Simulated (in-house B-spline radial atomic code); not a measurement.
Values are calculated unless marked as measured or tabulated.
## N ion on Al atom: potential, deflection and energy transfer

The pair potential comes from two frozen, spherical free-atom densities (PBE, B-spline radial code, scalar-relativistic past argon): electrostatics plus the change in Thomas-Fermi kinetic and Dirac exchange energy where they overlap, the recipe behind the universal ZBL potential, which averages such potentials (from solid-state densities) over many pairs. It is written V = (Z1 Z2 e²/r) φ(r/a), with e² = 14.3996 eV·Å and a = 0.46850 Å/(Z1^0.23 + Z2^0.23); ZBL's fit is φ = 0.18175 e^(−3.1998x) + 0.50986 e^(−0.94229x) + 0.28022 e^(−0.4029x) + 0.02817 e^(−0.20162x). Where φ falls below 4e-4 it is continued as an exponential.

Masses 14.01 and 26.98 u.

```csv
x = r/a,"φ, this pair","φ, ZBL"
0.1,0.9058,0.8928
0.5,0.6435,0.6096
1.5,0.3303,0.2995
3,0.1463,0.1292
5,0.06251,0.05224
8,0.01891,0.01705
12,0.004143,0.00474
17,0.0008691,0.001212
```

Problem. At x = 2 the electrostatic, kinetic and exchange parts are 629.02, 592.35 and -53.47 eV. Find r, V and φ.

Solution. a = 0.46850/(1.5645 + 1.8039) = 0.13909 Å, so r = 0.27818 Å. V = 629.02 + 592.35 + (-53.47) = 1167.90 eV. The bare repulsion is 7 × 13 × 14.3996/0.27818 = 4710.5 eV, so φ = 0.2479, +11.8 % against ZBL's 0.2218. The kinetic (Pauli) term is 51 % of V here.

Problem. The ion comes in at 0.1431 keV with impact parameter 0.2782 Å. The scattering integral gives a centre-of-mass angle of 123.8° and a closest approach of 5.623 a. What are the reduced energy, the energy passed on and the laboratory angles?

Solution. ε = E a M2/(Z1 Z2 e² (M1 + M2)) = 143.1 × 6.9865e-05 = 0.01. The most that one collision can pass on is γE with γ = 4 M1 M2/(M1 + M2)² = 0.8999. Here T = γE sin²(θ/2) = 0.8999 × 143.1 × 0.7781 = 100.2 eV. The ion turns by arctan(sin θ/(cos θ + M1/M2)) = 92.5° (second quadrant: it bounces back), and the struck atom leaves at (180° − θ)/2 = 28.1°. The closest approach is 0.782 Å. With ZBL the angle would be 119.98° and T = 96.58 eV.
